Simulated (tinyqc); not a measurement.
Worked calculation (part 1 of 2): UKS/PBE in the sto-6g basis, for LiH+, spin multiplicity 2. Computed by tinyqc, a small Python program that keeps every step (integrals from PySCF). Settings: charge = 1, multiplicity = 2, basis = sto-6g, energy threshold = 1e-10, iteration cap = 76, orthogonalisation = symmetric, start = core, DIIS depth = 3, DIIS from iteration = 3, shift = 1.0, method = UKS, functional = pbe,pbe, grid = [30, 14]. Command: `OMP_NUM_THREADS=1 python tinyqc.py 21954 21955 out.jsonl` (the two numbers bound the seeds that draw the settings). One thread of a shared host (Intel(R) Xeon(R) Processor @ 2.60GHz), about 3 s of CPU time with the checks. Later iterations appear only in the table of the cycle.

## One-electron integrals

Geometry (angstrom):
```
atom,x,y,z
Li,0.0000,0.0000,0.0000
H,0.0000,0.0000,1.3790
```

Basis sto-6g: exponents (1/bohr^2) and contraction coefficients of normalised primitives:
```
element,l (shell),exponent,coefficient
Li,s (1),167.1758,0.0092
Li,s (1),30.6515,0.0494
Li,s (1),8.5752,0.1685
Li,s (1),2.9458,0.3706
Li,s (1),1.1439,0.4165
Li,s (1),0.4711,0.1303
Li,s (2),6.5976,-0.0133
Li,s (2),1.3058,-0.0470
Li,s (2),0.4059,-0.0338
Li,s (2),0.1561,0.2502
Li,s (2),0.0678,0.5951
Li,s (2),0.0311,0.2407
Li,p (3),6.5976,0.0038
Li,p (3),1.3058,0.0377
Li,p (3),0.4059,0.1739
Li,p (3),0.1561,0.4180
Li,p (3),0.0678,0.4259
Li,p (3),0.0311,0.1017
H,s (1),35.5232,0.0092
H,s (1),6.5131,0.0494
H,s (1),1.8221,0.1685
H,s (1),0.6260,0.3706
H,s (1),0.2431,0.4165
H,s (1),0.1001,0.1303
```

Overlap, kinetic and nuclear-attraction integrals over the contracted functions; the nuclear repulsion is the sum of Za Zb / Rab.

nuclear repulsion = 1.151219 hartree

overlap S:
```
,1Li 1s,1Li 2s,1Li 2px,1Li 2py,1Li 2pz,2H 1s
1Li 1s,1.0000,0.2357,0.0000,0.0000,0.0000,0.1090
1Li 2s,0.2357,1.0000,0.0000,0.0000,0.0000,0.4520
1Li 2px,0.0000,0.0000,1.0000,0.0000,0.0000,0.0000
1Li 2py,0.0000,0.0000,0.0000,1.0000,0.0000,0.0000
1Li 2pz,0.0000,0.0000,0.0000,0.0000,1.0000,0.5452
2H 1s,0.1090,0.4520,0.0000,0.0000,0.5452,1.0000
```

kinetic energy T (hartree):
```
,1Li 1s,1Li 2s,1Li 2px,1Li 2py,1Li 2pz,2H 1s
1Li 1s,3.6167,-0.1107,0.0000,0.0000,0.0000,-0.0145
1Li 2s,-0.1107,0.1065,0.0000,0.0000,0.0000,0.0563
1Li 2px,0.0000,0.0000,0.3200,0.0000,0.0000,0.0000
1Li 2py,0.0000,0.0000,0.0000,0.3200,0.0000,0.0000
1Li 2pz,0.0000,0.0000,0.0000,0.0000,0.3200,0.1656
2H 1s,-0.0145,0.0563,0.0000,0.0000,0.1656,0.7685
```

nuclear attraction V (hartree):
```
,1Li 1s,1Li 2s,1Li 2px,1Li 2py,1Li 2pz,2H 1s
1Li 1s,-8.4509,-0.9186,0.0000,0.0000,-0.0226,-0.4799
1Li 2s,-0.9186,-1.5156,0.0000,0.0000,-0.1330,-0.8949
1Li 2px,0.0000,0.0000,-1.4799,0.0000,0.0000,0.0000
1Li 2py,0.0000,0.0000,0.0000,-1.4799,0.0000,0.0000
1Li 2pz,-0.0226,-0.1330,0.0000,0.0000,-1.5868,-1.1091
2H 1s,-0.4799,-0.8949,0.0000,0.0000,-1.1091,-2.3832
```

core Hamiltonian H = T + V (hartree):
```
,1Li 1s,1Li 2s,1Li 2px,1Li 2py,1Li 2pz,2H 1s
1Li 1s,-4.8341,-1.0294,0.0000,0.0000,-0.0226,-0.4944
1Li 2s,-1.0294,-1.4091,0.0000,0.0000,-0.1330,-0.8386
1Li 2px,0.0000,0.0000,-1.1599,0.0000,0.0000,0.0000
1Li 2py,0.0000,0.0000,0.0000,-1.1599,0.0000,0.0000
1Li 2pz,-0.0226,-0.1330,0.0000,0.0000,-1.2668,-0.9435
2H 1s,-0.4944,-0.8386,0.0000,0.0000,-0.9435,-1.6147
```

## Two-electron integrals

Functions are numbered as in S; the eight-fold symmetry (ij|kl) = (ji|kl) = (kl|ij) leaves the list below.

Two-electron integrals (ij|kl) in chemists' order, unique and non-zero (hartree):
```
i,j,k,l,(ij|kl)
1,1,1,1,1.6812
2,1,1,1,0.2426
2,1,2,1,0.0445
2,2,1,1,0.3972
2,2,2,1,0.0903
2,2,2,2,0.2906
3,1,3,1,0.0094
3,2,3,1,0.0143
3,2,3,2,0.0642
3,3,1,1,0.3972
3,3,2,1,0.0903
3,3,2,2,0.2906
3,3,3,3,0.3131
4,1,4,1,0.0094
4,2,4,1,0.0143
4,2,4,2,0.0642
4,3,4,3,0.0169
4,4,1,1,0.3972
4,4,2,1,0.0903
4,4,2,2,0.2906
4,4,3,3,0.2794
4,4,4,4,0.3131
5,1,5,1,0.0094
5,2,5,1,0.0143
5,2,5,2,0.0642
5,3,5,3,0.0169
5,4,5,4,0.0169
5,5,1,1,0.3972
5,5,2,1,0.0903
5,5,2,2,0.2906
5,5,3,3,0.2794
5,5,4,4,0.2794
5,5,5,5,0.3131
6,1,1,1,0.1164
6,1,2,1,0.0207
6,1,2,2,0.0417
6,1,3,3,0.0411
6,1,4,4,0.0411
6,1,5,1,0.0027
6,1,5,2,0.0051
6,1,5,5,0.0427
6,1,6,1,0.0106
6,2,1,1,0.1883
6,2,2,1,0.0429
6,2,2,2,0.1376
6,2,3,3,0.1317
6,2,4,4,0.1317
6,2,5,1,0.0075
6,2,5,2,0.0373
6,2,5,5,0.1495
6,2,6,1,0.0232
6,2,6,2,0.0968
6,3,3,1,0.0044
6,3,3,2,0.0179
6,3,5,3,0.0064
6,3,6,3,0.0086
6,4,4,1,0.0044
6,4,4,2,0.0179
6,4,5,4,0.0064
6,4,6,4,0.0086
6,5,1,1,0.2119
6,5,2,1,0.0489
6,5,2,2,0.1629
6,5,3,3,0.1526
6,5,4,4,0.1526
6,5,5,1,0.0118
6,5,5,2,0.0575
6,5,5,5,0.1836
6,5,6,1,0.0281
6,5,6,2,0.1279
6,5,6,5,0.1733
6,6,1,1,0.3802
6,6,2,1,0.0884
6,6,2,2,0.3018
6,6,3,3,0.2772
6,6,4,4,0.2772
6,6,5,1,0.0201
6,6,5,2,0.1110
6,6,5,5,0.3509
6,6,6,1,0.0514
6,6,6,2,0.2566
6,6,6,5,0.3555
6,6,6,6,0.7750
```

## Orthogonalisation

S = U s U^T; symmetric (Loewdin) form X = U s^(-1/2) U^T, so that X^T S X = 1.

eigenvalues of S: 0.2904  0.8000  1.0000  1.0000  1.1540  1.7556

X:
```
,1Li 1s,1Li 2s,1Li 2px,1Li 2py,1Li 2pz,2H 1s
1Li 1s,1.0221,-0.1174,0.0000,0.0000,0.0058,-0.0186
1Li 2s,-0.1174,1.1458,0.0000,0.0000,0.1505,-0.3443
1Li 2px,0.0000,0.0000,1.0000,0.0000,0.0000,0.0000
1Li 2py,0.0000,0.0000,0.0000,1.0000,0.0000,0.0000
1Li 2pz,0.0058,0.1505,0.0000,0.0000,1.1827,-0.4182
2H 1s,-0.0186,-0.3443,0.0000,0.0000,-0.4182,1.3087
```

## Starting guess

The start is the orbitals of the core Hamiltonian; D(s) = C_occ C_occ^T for each spin.

D(alpha) at the start:
```
,1Li 1s,1Li 2s,1Li 2px,1Li 2py,1Li 2pz,2H 1s
1Li 1s,1.0281,-0.0555,0.0000,0.0000,-0.0204,-0.0914
1Li 2s,-0.0555,0.0375,0.0000,0.0000,0.0406,0.1497
1Li 2px,0.0000,0.0000,0.0000,0.0000,0.0000,0.0000
1Li 2py,0.0000,0.0000,0.0000,0.0000,0.0000,0.0000
1Li 2pz,-0.0204,0.0406,0.0000,0.0000,0.0458,0.1679
2H 1s,-0.0914,0.1497,0.0000,0.0000,0.1679,0.6163
```

D(beta) at the start:
```
,1Li 1s,1Li 2s,1Li 2px,1Li 2py,1Li 2pz,2H 1s
1Li 1s,1.0143,-0.0330,0.0000,0.0000,0.0048,0.0009
1Li 2s,-0.0330,0.0011,0.0000,0.0000,-0.0002,0.0000
1Li 2px,0.0000,0.0000,0.0000,0.0000,0.0000,0.0000
1Li 2py,0.0000,0.0000,0.0000,0.0000,0.0000,0.0000
1Li 2pz,0.0048,-0.0002,0.0000,0.0000,0.0000,0.0000
2H 1s,0.0009,0.0000,0.0000,0.0000,0.0000,0.0000
```

## Iteration 1: exchange-correlation on the grid

Becke grid with 30 radial and 14 angular points per atom, points of zero weight dropped. rho = sum D_ij phi_i phi_j; V_xc,ij = sum w v_xc phi_i phi_j plus the gradient terms; v_xc is d(rho eps)/d rho(s) for spin s at fixed gradient.

The 16 grid points with the largest w rho, of 820 (bohr, atomic units):
```
x,y,z,w,rho(alpha),rho(beta),eps_xc,v_xc(alpha)
0.2563,-0.2563,-0.2563,0.0263,0.5798,0.5744,-0.9004,-1.0234
-0.2563,-0.2563,-0.2563,0.0263,0.5798,0.5744,-0.9004,-1.0234
0.2563,0.2563,-0.2563,0.0263,0.5798,0.5744,-0.9004,-1.0234
-0.2563,0.2563,-0.2563,0.0263,0.5798,0.5744,-0.9004,-1.0234
0.2563,-0.2563,0.2563,0.0263,0.5764,0.5753,-0.8999,-1.0213
-0.2563,-0.2563,0.2563,0.0263,0.5764,0.5753,-0.8999,-1.0213
-0.2563,0.2563,0.2563,0.0263,0.5764,0.5753,-0.8999,-1.0213
0.2563,0.2563,0.2563,0.0263,0.5764,0.5753,-0.8999,-1.0213
-0.3474,-0.3474,-0.3474,0.0595,0.2459,0.2439,-0.7162,-0.7573
0.3474,0.3474,-0.3474,0.0595,0.2459,0.2439,-0.7162,-0.7573
0.3474,-0.3474,-0.3474,0.0595,0.2459,0.2439,-0.7162,-0.7573
-0.3474,0.3474,-0.3474,0.0595,0.2459,0.2439,-0.7162,-0.7573
-0.3474,-0.3474,0.3474,0.0595,0.2446,0.2446,-0.7155,-0.7564
0.3474,-0.3474,0.3474,0.0595,0.2446,0.2446,-0.7155,-0.7564
0.3474,0.3474,0.3474,0.0595,0.2446,0.2446,-0.7155,-0.7564
-0.3474,0.3474,0.3474,0.0595,0.2446,0.2446,-0.7155,-0.7564
```

electrons on the grid, sum of w rho = 2.9825

E_xc = sum of w rho eps_xc = -2.034024 hartree

V_xc(alpha) (hartree):
```
,1Li 1s,1Li 2s,1Li 2px,1Li 2py,1Li 2pz,2H 1s
1Li 1s,-1.0892,-0.1214,0.0000,0.0000,-0.0042,-0.0651
1Li 2s,-0.1214,-0.1460,0.0000,0.0000,-0.0672,-0.1430
1Li 2px,0.0000,0.0000,-0.1289,0.0000,0.0000,0.0000
1Li 2py,0.0000,0.0000,0.0000,-0.1289,0.0000,0.0000
1Li 2pz,-0.0042,-0.0672,0.0000,0.0000,-0.1802,-0.1964
2H 1s,-0.0651,-0.1430,0.0000,0.0000,-0.1964,-0.4657
```

V_xc(beta) (hartree):
```
,1Li 1s,1Li 2s,1Li 2px,1Li 2py,1Li 2pz,2H 1s
1Li 1s,-1.0859,-0.1180,0.0000,0.0000,-0.0008,-0.0585
1Li 2s,-0.1180,-0.0617,0.0000,0.0000,0.0252,0.0422
1Li 2px,0.0000,0.0000,-0.0746,0.0000,0.0000,0.0000
1Li 2py,0.0000,0.0000,0.0000,-0.0746,0.0000,0.0000
1Li 2pz,-0.0008,0.0252,0.0000,0.0000,-0.0358,0.0949
2H 1s,-0.0585,0.0422,0.0000,0.0000,0.0949,0.3966
```

## Iteration 1: building the Kohn-Sham matrix

J_ij = sum D_kl (ij|kl) with D = D(alpha) + D(beta); F = H + J + V_xc; E = tr D H + tr D J / 2 + E_xc + E_nn.

Coulomb J (hartree):
```
,1Li 1s,1Li 2s,1Li 2px,1Li 2py,1Li 2pz,2H 1s
1Li 1s,3.7651,0.5752,0.0000,0.0000,0.0189,0.2841
1Li 2s,0.5752,1.0941,0.0000,0.0000,0.1027,0.6177
1Li 2px,0.0000,0.0000,1.0733,0.0000,0.0000,0.0000
1Li 2py,0.0000,0.0000,0.0000,1.0733,0.0000,0.0000
1Li 2pz,0.0189,0.1027,0.0000,0.0000,1.1357,0.7536
2H 1s,0.2841,0.6177,0.0000,0.0000,0.7536,1.4614
```

F(alpha) (hartree):
```
,1Li 1s,1Li 2s,1Li 2px,1Li 2py,1Li 2pz,2H 1s
1Li 1s,-2.1582,-0.5755,0.0000,0.0000,-0.0078,-0.2754
1Li 2s,-0.5755,-0.4610,0.0000,0.0000,-0.0975,-0.3640
1Li 2px,0.0000,0.0000,-0.2156,0.0000,0.0000,0.0000
1Li 2py,0.0000,0.0000,0.0000,-0.2156,0.0000,0.0000
1Li 2pz,-0.0078,-0.0975,0.0000,0.0000,-0.3113,-0.3863
2H 1s,-0.2754,-0.3640,0.0000,0.0000,-0.3863,-0.6190
```

F(beta) (hartree):
```
,1Li 1s,1Li 2s,1Li 2px,1Li 2py,1Li 2pz,2H 1s
1Li 1s,-2.1549,-0.5721,0.0000,0.0000,-0.0044,-0.2688
1Li 2s,-0.5721,-0.3767,0.0000,0.0000,-0.0051,-0.1788
1Li 2px,0.0000,0.0000,-0.1613,0.0000,0.0000,0.0000
1Li 2py,0.0000,0.0000,0.0000,-0.1613,0.0000,0.0000
1Li 2pz,-0.0044,-0.0051,0.0000,0.0000,-0.1669,-0.0950
2H 1s,-0.2688,-0.1788,0.0000,0.0000,-0.0950,0.2433
```

total energy of this density = -7.681211 hartree

## Iteration 1: diagonalisation and new density

A level shift of 1 hartree raises the virtual space: F + shift (S - S D(s) S), with D(s) the density of one spin. Diagonalise F' = X^T F X, C = X C', fill 2 alpha and 1 beta electrons from the bottom; D(s) = C_occ C_occ^T. Each column has its largest component positive (the first on a tie).

F' = X^T F X (alpha) (hartree):
```
,1,2,3,4,5,6
1,-2.1094,-0.3364,0.0000,0.0000,0.0395,-0.0688
2,-0.3364,0.5794,0.0000,0.0000,-0.1392,-0.4597
3,0.0000,0.0000,0.7844,0.0000,0.0000,0.0000
4,0.0000,0.0000,0.0000,0.7844,0.0000,0.0000
5,0.0395,-0.1392,0.0000,0.0000,0.6549,-0.5842
6,-0.0688,-0.4597,0.0000,0.0000,-0.5842,-0.1300
```

orbital energies (alpha) (hartree): MO1 -2.1589, MO2 -0.6092, MO3 0.7633, MO4 0.7844, MO5 0.7844, MO6 0.9997

coefficients C (alpha):
```
,MO1,MO2,MO3,MO4,MO5,MO6
1Li 1s,0.9941,-0.1590,-0.2089,0.0000,0.0000,-0.0422
1Li 2s,0.0145,0.1818,0.9728,0.0000,0.0000,0.6987
1Li 2px,0.0000,0.0000,0.0000,0.0252,0.9997,0.0000
1Li 2py,0.0000,0.0000,0.0000,0.9997,-0.0252,0.0000
1Li 2pz,0.0058,0.2060,-0.3830,0.0000,0.0000,1.1863
2H 1s,0.0189,0.7946,-0.2585,0.0000,0.0000,-1.1436
```

F' = X^T F X (beta) (hartree):
```
,1,2,3,4,5,6
1,-2.1011,-0.3609,0.0000,0.0000,0.0097,-0.1503
2,-0.3609,0.7752,0.0000,0.0000,0.0684,-0.2489
3,0.0000,0.0000,0.8387,0.0000,0.0000,0.0000
4,0.0000,0.0000,0.0000,0.8387,0.0000,0.0000
5,0.0097,0.0684,0.0000,0.0000,0.9154,-0.2543
6,-0.1503,-0.2489,0.0000,0.0000,-0.2543,1.6100
```

orbital energies (beta) (hartree): MO1 -2.1543, MO2 0.7591, MO3 0.8333, MO4 0.8387, MO5 0.8387, MO6 1.7613

coefficients C (beta):
```
,MO1,MO2,MO3,MO4,MO5,MO6
1Li 1s,0.9970,-0.2542,0.0103,0.0000,0.0000,-0.0034
1Li 2s,0.0115,1.0239,-0.0562,0.0000,0.0000,-0.6451
1Li 2px,0.0000,0.0000,0.0000,0.0148,0.9999,0.0000
1Li 2py,0.0000,0.0000,0.0000,0.9999,-0.0148,0.0000
1Li 2pz,0.0024,0.0489,0.9969,0.0000,0.0000,-0.7747
2H 1s,0.0015,0.0079,0.0030,0.0000,0.0000,1.4165
```

D(alpha) after iteration 1:
```
,1Li 1s,1Li 2s,1Li 2px,1Li 2py,1Li 2pz,2H 1s
1Li 1s,1.0134,-0.0145,0.0000,0.0000,-0.0270,-0.1075
1Li 2s,-0.0145,0.0333,0.0000,0.0000,0.0375,0.1447
1Li 2px,0.0000,0.0000,0.0000,0.0000,0.0000,0.0000
1Li 2py,0.0000,0.0000,0.0000,0.0000,0.0000,0.0000
1Li 2pz,-0.0270,0.0375,0.0000,0.0000,0.0425,0.1638
2H 1s,-0.1075,0.1447,0.0000,0.0000,0.1638,0.6317
```

D(beta) after iteration 1:
```
,1Li 1s,1Li 2s,1Li 2px,1Li 2py,1Li 2pz,2H 1s
1Li 1s,0.9941,0.0115,0.0000,0.0000,0.0024,0.0015
1Li 2s,0.0115,0.0001,0.0000,0.0000,0.0000,0.0000
1Li 2px,0.0000,0.0000,0.0000,0.0000,0.0000,0.0000
1Li 2py,0.0000,0.0000,0.0000,0.0000,0.0000,0.0000
1Li 2pz,0.0024,0.0000,0.0000,0.0000,0.0000,0.0000
2H 1s,0.0015,0.0000,0.0000,0.0000,0.0000,0.0000
```

Within a degenerate level the vectors are fixed only up to a rotation; this is one choice.

## Iteration 2: exchange-correlation on the grid

As before.

The 16 grid points with the largest w rho, of 820 (bohr, atomic units):
```
x,y,z,w,rho(alpha),rho(beta),eps_xc,v_xc(alpha)
0.2563,-0.2563,-0.2563,0.0263,0.5750,0.5670,-0.8971,-1.0210
-0.2563,-0.2563,-0.2563,0.0263,0.5750,0.5670,-0.8971,-1.0210
0.2563,0.2563,-0.2563,0.0263,0.5750,0.5670,-0.8971,-1.0210
-0.2563,0.2563,-0.2563,0.0263,0.5750,0.5670,-0.8971,-1.0210
-0.2563,-0.2563,0.2563,0.0263,0.5700,0.5675,-0.8963,-1.0176
0.2563,-0.2563,0.2563,0.0263,0.5700,0.5675,-0.8963,-1.0176
0.2563,0.2563,0.2563,0.0263,0.5700,0.5675,-0.8963,-1.0176
-0.2563,0.2563,0.2563,0.0263,0.5700,0.5675,-0.8963,-1.0176
0.3474,-0.3474,-0.3474,0.0595,0.2453,0.2423,-0.7141,-0.7572
0.3474,0.3474,-0.3474,0.0595,0.2453,0.2423,-0.7141,-0.7572
-0.3474,-0.3474,-0.3474,0.0595,0.2453,0.2423,-0.7141,-0.7572
-0.3474,0.3474,-0.3474,0.0595,0.2453,0.2423,-0.7141,-0.7572
0.3474,-0.3474,0.3474,0.0595,0.2426,0.2426,-0.7131,-0.7547
-0.3474,-0.3474,0.3474,0.0595,0.2426,0.2426,-0.7131,-0.7547
-0.3474,0.3474,0.3474,0.0595,0.2426,0.2426,-0.7131,-0.7547
0.3474,0.3474,0.3474,0.0595,0.2426,0.2426,-0.7131,-0.7547
```

electrons on the grid, sum of w rho = 2.9819

E_xc = sum of w rho eps_xc = -2.017035 hartree

V_xc(alpha) (hartree):
```
,1Li 1s,1Li 2s,1Li 2px,1Li 2py,1Li 2pz,2H 1s
1Li 1s,-1.0867,-0.1218,0.0000,0.0000,-0.0037,-0.0651
1Li 2s,-0.1218,-0.1475,0.0000,0.0000,-0.0653,-0.1433
1Li 2px,0.0000,0.0000,-0.1302,0.0000,0.0000,0.0000
1Li 2py,0.0000,0.0000,0.0000,-0.1302,0.0000,0.0000
1Li 2pz,-0.0037,-0.0653,0.0000,0.0000,-0.1819,-0.1965
2H 1s,-0.0651,-0.1433,0.0000,0.0000,-0.1965,-0.4671
```

V_xc(beta) (hartree):
```
,1Li 1s,1Li 2s,1Li 2px,1Li 2py,1Li 2pz,2H 1s
1Li 1s,-1.0826,-0.1192,0.0000,0.0000,-0.0012,-0.0603
1Li 2s,-0.1192,-0.0824,0.0000,0.0000,-0.0011,-0.0296
1Li 2px,0.0000,0.0000,-0.0841,0.0000,0.0000,0.0000
1Li 2py,0.0000,0.0000,0.0000,-0.0841,0.0000,0.0000
1Li 2pz,-0.0012,-0.0011,0.0000,0.0000,-0.0790,-0.0211
2H 1s,-0.0603,-0.0296,0.0000,0.0000,-0.0211,0.0059
```

## Iteration 2: building the Kohn-Sham matrix

As before.

Coulomb J (hartree):
```
,1Li 1s,1Li 2s,1Li 2px,1Li 2py,1Li 2pz,2H 1s
1Li 1s,3.7432,0.5735,0.0000,0.0000,0.0187,0.2831
1Li 2s,0.5735,1.0939,0.0000,0.0000,0.1028,0.6181
1Li 2px,0.0000,0.0000,1.0729,0.0000,0.0000,0.0000
1Li 2py,0.0000,0.0000,0.0000,1.0729,0.0000,0.0000
1Li 2pz,0.0187,0.1028,0.0000,0.0000,1.1358,0.7545
2H 1s,0.2831,0.6181,0.0000,0.0000,0.7545,1.4644
```

F(alpha) (hartree):
```
,1Li 1s,1Li 2s,1Li 2px,1Li 2py,1Li 2pz,2H 1s
1Li 1s,-2.1776,-0.5776,0.0000,0.0000,-0.0076,-0.2763
1Li 2s,-0.5776,-0.4627,0.0000,0.0000,-0.0955,-0.3638
1Li 2px,0.0000,0.0000,-0.2173,0.0000,0.0000,0.0000
1Li 2py,0.0000,0.0000,0.0000,-0.2173,0.0000,0.0000
1Li 2pz,-0.0076,-0.0955,0.0000,0.0000,-0.3129,-0.3855
2H 1s,-0.2763,-0.3638,0.0000,0.0000,-0.3855,-0.6173
```

F(beta) (hartree):
```
,1Li 1s,1Li 2s,1Li 2px,1Li 2py,1Li 2pz,2H 1s
1Li 1s,-2.1735,-0.5750,0.0000,0.0000,-0.0051,-0.2716
1Li 2s,-0.5750,-0.3976,0.0000,0.0000,-0.0313,-0.2501
1Li 2px,0.0000,0.0000,-0.1711,0.0000,0.0000,0.0000
1Li 2py,0.0000,0.0000,0.0000,-0.1711,0.0000,0.0000
1Li 2pz,-0.0051,-0.0313,0.0000,0.0000,-0.2099,-0.2101
2H 1s,-0.2716,-0.2501,0.0000,0.0000,-0.2101,-0.1443
```

total energy of this density = -7.694029 hartree

## Iteration 2: diagonalisation and new density

As before.

F' = X^T F X (alpha) (hartree):
```
,1,2,3,4,5,6
1,-2.1227,-0.3696,0.0000,0.0000,0.0525,-0.0615
2,-0.3696,0.5750,0.0000,0.0000,-0.1320,-0.4575
3,0.0000,0.0000,0.7827,0.0000,0.0000,0.0000
4,0.0000,0.0000,0.0000,0.7827,0.0000,0.0000
5,0.0525,-0.1320,0.0000,0.0000,0.6563,-0.5816
6,-0.0615,-0.4575,0.0000,0.0000,-0.5816,-0.1352
```

orbital energies (alpha) (hartree): MO1 -2.1799, MO2 -0.6081, MO3 0.7619, MO4 0.7827, MO5 0.7827, MO6 0.9997

coefficients C (alpha):
```
,MO1,MO2,MO3,MO4,MO5,MO6
1Li 1s,0.9917,-0.1567,-0.2206,0.0000,0.0000,-0.0460
1Li 2s,0.0265,0.1758,0.9675,0.0000,0.0000,0.7072
1Li 2px,0.0000,0.0000,0.0000,0.3497,0.9369,0.0000
1Li 2py,0.0000,0.0000,0.0000,0.9369,-0.3497,0.0000
1Li 2pz,0.0026,0.2020,-0.3918,0.0000,0.0000,1.1841
2H 1s,0.0132,0.8004,-0.2471,0.0000,0.0000,-1.1422
```

F' = X^T F X (beta) (hartree):
```
,1,2,3,4,5,6
1,-2.1107,-0.4024,0.0000,0.0000,0.0133,-0.1462
2,-0.4024,0.7515,0.0000,0.0000,0.0577,-0.2066
3,0.0000,0.0000,0.8289,0.0000,0.0000,0.0000
4,0.0000,0.0000,0.0000,0.8289,0.0000,0.0000
5,0.0133,0.0577,0.0000,0.0000,0.9005,-0.2301
6,-0.1462,-0.2066,0.0000,0.0000,-0.2301,1.1181
```

orbital energies (beta) (hartree): MO1 -2.1754, MO2 0.7007, MO3 0.7972, MO4 0.8289, MO5 0.8289, MO6 1.3368

coefficients C (beta):
```
,MO1,MO2,MO3,MO4,MO5,MO6
1Li 1s,0.9933,-0.2216,0.1502,0.0000,0.0000,0.0246
1Li 2s,0.0255,0.7061,-0.6521,0.0000,0.0000,-0.7370
1Li 2px,0.0000,0.0000,0.0000,0.8244,-0.5660,0.0000
1Li 2py,0.0000,0.0000,0.0000,0.5660,0.8244,0.0000
1Li 2pz,0.0013,0.3865,0.7363,0.0000,0.0000,-0.9513
2H 1s,0.0034,0.2895,0.1440,0.0000,0.0000,1.3791
```

D(alpha) after iteration 2:
```
,1Li 1s,1Li 2s,1Li 2px,1Li 2py,1Li 2pz,2H 1s
1Li 1s,1.0081,-0.0012,0.0000,0.0000,-0.0291,-0.1124
1Li 2s,-0.0012,0.0316,0.0000,0.0000,0.0356,0.1411
1Li 2px,0.0000,0.0000,0.0000,0.0000,0.0000,0.0000
1Li 2py,0.0000,0.0000,0.0000,0.0000,0.0000,0.0000
1Li 2pz,-0.0291,0.0356,0.0000,0.0000,0.0408,0.1617
2H 1s,-0.1124,0.1411,0.0000,0.0000,0.1617,0.6408
```

D(beta) after iteration 2:
```
,1Li 1s,1Li 2s,1Li 2px,1Li 2py,1Li 2pz,2H 1s
1Li 1s,0.9866,0.0253,0.0000,0.0000,0.0013,0.0034
1Li 2s,0.0253,0.0006,0.0000,0.0000,0.0000,0.0001
1Li 2px,0.0000,0.0000,0.0000,0.0000,0.0000,0.0000
1Li 2py,0.0000,0.0000,0.0000,0.0000,0.0000,0.0000
1Li 2pz,0.0013,0.0000,0.0000,0.0000,0.0000,0.0000
2H 1s,0.0034,0.0001,0.0000,0.0000,0.0000,0.0000
```

Within a degenerate level the vectors are fixed only up to a rotation; this is one choice.
